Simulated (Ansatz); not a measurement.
## doublet CN: levels of theory in one basis

```json
{"atom": "C", "x (Å)": "0.0000", "y (Å)": "0.0000", "z (Å)": "0.0000"}
{"atom": "N", "x (Å)": "0.0000", "y (Å)": "0.0000", "z (Å)": "1.1134"}
```

Basis set: def2-SVP (spherical functions). Left uncorrelated: 2 orbitals. Correlation on ROHF uses semicanonical orbitals with singles. Charge 0, multiplicity 2.

Computed with Ansatz (development build ahead of 0.2.0); each method stands on the lowest determinant of its kind that the runs found.

```tsv
method	E − E(ROHF) (eV)	<S²> of the determinant
ROHF	0.00	0.75
UHF	-0.33	0.98
UHF-MP2	-6.52	0.98
ROHF-CCSD(T)	-7.62	–
UHF-CCSD(T)	-7.60	0.98
```

Q: What does ROHF-MP2 give on the same scale?

A: -6.92 eV.

Q: Is a single determinant a sound starting point here?

A: Only with care. Unrestricted orbitals gain 0.33 eV and <S²> is 0.98 against 0.75 for a pure state, a contamination that matters most for the unrestricted series.

Caution for UHF, UHF-MP2, UHF-CCSD(T): the unrestricted determinant is spin contaminated.
